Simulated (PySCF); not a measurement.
## Indirect couplings

Geometry:
```tsv
atom	x (Å)	y (Å)	z (Å)
C1	-3.253	0.326	0.178
C2	-2.195	0.052	-0.587
C3	-0.949	-0.637	-0.131
C4	0.302	0.229	-0.269
C5	1.579	-0.474	0.173
C6	2.821	0.393	0.041
H7	-3.281	0.037	1.234
H8	-4.130	0.845	-0.219
H9	-2.211	0.364	-1.641
H10	-0.806	-1.559	-0.725
H11	-1.065	-0.959	0.918
H12	0.166	1.154	0.318
H13	0.409	0.554	-1.320
H14	1.465	-0.803	1.221
H15	1.706	-1.398	-0.418
H16	2.736	1.307	0.651
H17	3.727	-0.141	0.367
H18	2.979	0.709	-1.003
```

Method: B3LYP/pcJ-1 (without the spin–dipole term)//PBE0-D3(BJ)/def2-SVP, PySCF 2.14; isolated molecule, single conformer, non-relativistic. Couplings are averaged over pairs made equivalent by symmetry, fast rotation or ring inversion, so a value needn't be that of the named pair in this geometry, while other rotamers aren't included; one pair stands for each set, and the list holds a selection of those of at least 0.8 Hz over up to four bonds.

Isotopes: 13C, 1H.

```json
{"pair": "C1, C2", "bonds": "1", "J (Hz)": "76.7"}
{"pair": "C1, H7", "bonds": "1", "J (Hz)": "163.6"}
{"pair": "C1, H8", "bonds": "1", "J (Hz)": "168.2"}
{"pair": "C2, C3", "bonds": "1", "J (Hz)": "?"}
{"pair": "C2, H9", "bonds": "1", "J (Hz)": "157.2"}
{"pair": "C3, C4", "bonds": "1", "J (Hz)": "36.2"}
{"pair": "C3, H10", "bonds": "1", "J (Hz)": "?"}
{"pair": "C4, C5", "bonds": "1", "J (Hz)": "36.5"}
{"pair": "C4, H12", "bonds": "1", "J (Hz)": "130.8"}
{"pair": "C5, C6", "bonds": "1", "J (Hz)": "37.2"}
{"pair": "C5, H14", "bonds": "1", "J (Hz)": "129.6"}
{"pair": "C6, H16", "bonds": "1", "J (Hz)": "?"}
{"pair": "C1, H9", "bonds": "2", "J (Hz)": "?"}
{"pair": "C2, C4", "bonds": "2", "J (Hz)": "-1.9"}
{"pair": "C4, H10", "bonds": "2", "J (Hz)": "?"}
{"pair": "C5, H12", "bonds": "2", "J (Hz)": "?"}
{"pair": "C6, H14", "bonds": "2", "J (Hz)": "-3.5"}
{"pair": "H12, H13", "bonds": "2", "J (Hz)": "-14.4"}
{"pair": "H16, H17", "bonds": "2", "J (Hz)": "?"}
{"pair": "C2, H12", "bonds": "3", "J (Hz)": "2.5"}
{"pair": "C3, H7", "bonds": "3", "J (Hz)": "7.7"}
{"pair": "C3, H14", "bonds": "3", "J (Hz)": "2.6"}
{"pair": "H8, H9", "bonds": "3", "J (Hz)": "?"}
{"pair": "C4, H7", "bonds": "4", "J (Hz)": "-1.7"}
{"pair": "C4, H8", "bonds": "4", "J (Hz)": "-1.6"}
{"pair": "H8, H10", "bonds": "4", "J (Hz)": "-1.4"}
```

Estimate the withheld couplings, with signs.

## Answers


- 1J(C2,C3) = 45.5 Hz (bond length 1.495 Å)
- 1J(C3,H10) = 130.6 Hz (bond length 1.106 Å, sp3 carbon)
- 1J(C6,H16) = 131.6 Hz (bond length 1.102 Å, sp3 carbon)
- 2J(C1,H9) = 1.1 Hz (angle at C2 119°)
- 2J(C4,H10) = -4.8 Hz (mean over equivalent pairs that range from -6.2 to -3.3 Hz in this conformer)
- 2J(C5,H12) = -3.5 Hz (angle at C4 110°)
- 2J(H16,H17) = -14.0 Hz
- 3J(H8,H9) = 11.2 Hz (dihedral angle 0°)
